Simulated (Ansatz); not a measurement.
What does this script print? It uses the Python package of Ansatz (0.2.0).

`cas_c2h3n.py`
```python
"""Static correlation in C2H3N: natural occupations of an active space."""

import ansatz as az
from rdkit import Chem
from rdkit.Chem import AllChem


def main() -> None:
    # a force-field geometry from the SMILES
    rd = Chem.AddHs(Chem.MolFromSmiles("C1=CN1"))
    AllChem.EmbedMolecule(rd, randomSeed=772)
    AllChem.UFFOptimizeMolecule(rd)
    molecule = az.Crystal.molecule()
    for atom, xyz in zip(rd.GetAtoms(), rd.GetConformer().GetPositions()):
        molecule = molecule.atom(atom.GetSymbol(), xyz.round(5).tolist())

    calc = molecule.calculation().basis(gaussian="def2-SVP").correlation(active_electrons=4, active_orbitals=5)
    for method in [None]:
        r = (calc if method is None else calc.correlation(method)).run(threads=1).report
        space = r["configurations"]
        state = space["states"][0]
        print(method or "casscf", f"total {r['free_energy_ev'] / 27.211386246:.6f} Ha, active-space state {state['energy']['hartree']:.6f} Ha, mean field {r['reference_energy_ev'] / 27.211386246:.6f} Ha")
        print("  determinants", state["n_determinants"], " natural occupations", [round(n, 3) for n in space["natural_occupations"]])
    print("effectively unpaired electrons, sum of min(n, 2 - n):", round(sum(min(n, 2 - n) for n in space["natural_occupations"]), 3))


if __name__ == "__main__":
    main()
```

`python cas_c2h3n.py` gives:
```text
casscf total -131.665949 Ha, active-space state -131.665949 Ha, mean field -131.590129 Ha
  determinants 100  natural occupations [1.97, 1.858, 0.141, 0.026, 0.004]
effectively unpaired electrons, sum of min(n, 2 - n): 0.343
```

Total energies depend on the basis set; only differences at equal settings carry meaning. The geometry is a force-field or estimated start, not a minimum of this method, and the basis set is short of its limit. The active space starts as a window about the frontier orbitals and is then optimised, not chosen by chemistry. Hardware and time: 2.1 s on 1 thread of Arm Neoverse V2, on a shared host, peak memory 0.22 GiB.
